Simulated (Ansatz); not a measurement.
```yaml
crystal:
  periodic: [false, false, false]
  atoms:
    - {symbol: C, position_ang: [-0.331851, 0.235551, -0.100102]}
    - {symbol: C, position_ang: [0.414024, -0.262337, 0.053317]}
    - {symbol: S, position_ang: [0.827321, -0.507594, 1.059367]}
    - {symbol: H, position_ang: [-0.773285, -0.204208, -0.395133]}
    - {symbol: H, position_ang: [-0.207503, 0.705166, -0.572413]}
    - {symbol: H, position_ang: [-0.683668, 0.496861, 0.551659]}
    - {symbol: H, position_ang: [0.809615, -0.584775, -0.490040]}
basis:
  gaussian: {orbitals: cc-pVTZ, final_grid: {core_spheres: 5, valence_spheres: 4, degree: 11}}
hamiltonian: {xc: {name: LC-wPBE}}
scf: {lower_state_search: full}
```

```sh
$ ansatz run in.yaml --threads 4 --pin off --events-out ev --progress --plain --max-ram 10444MiB
```

Shortened log:

```
Functional definition: LC-wPBE
836 factors; their error is unknown
259 factors; integrals over basis functions are off by at most 5.3e-6 eV
mean field evaluation 1: about -12893.7903 eV, gradient 1.2e2 eV
mean field evaluation 2: about -12896.3916 eV, gradient 1.1e2 eV
mean field evaluation 4: about -12916.0675 eV, gradient 2.2e0 eV
mean field evaluation 8: about -12916.0531 eV, gradient 2.0e-1 eV
mean field -12916.05312085 eV, -474.6561973758 hartree, gradient 1.8e-5 eV, S^2 0.000000; 0 other end points of the search recorded, 0 dependent functions left out
reference -12916.05312085 eV, -474.6561973759 hartree; 16, 16 occupied and 134, 134 virtual orbitals, 836 factors
Total energy: -12916.05312085 eV, -474.6561973759 hartree
```

In this input the geometry is squeezed to about two thirds of its size. Self-consistency was reached. The result belongs to that input, not to the molecule as meant.
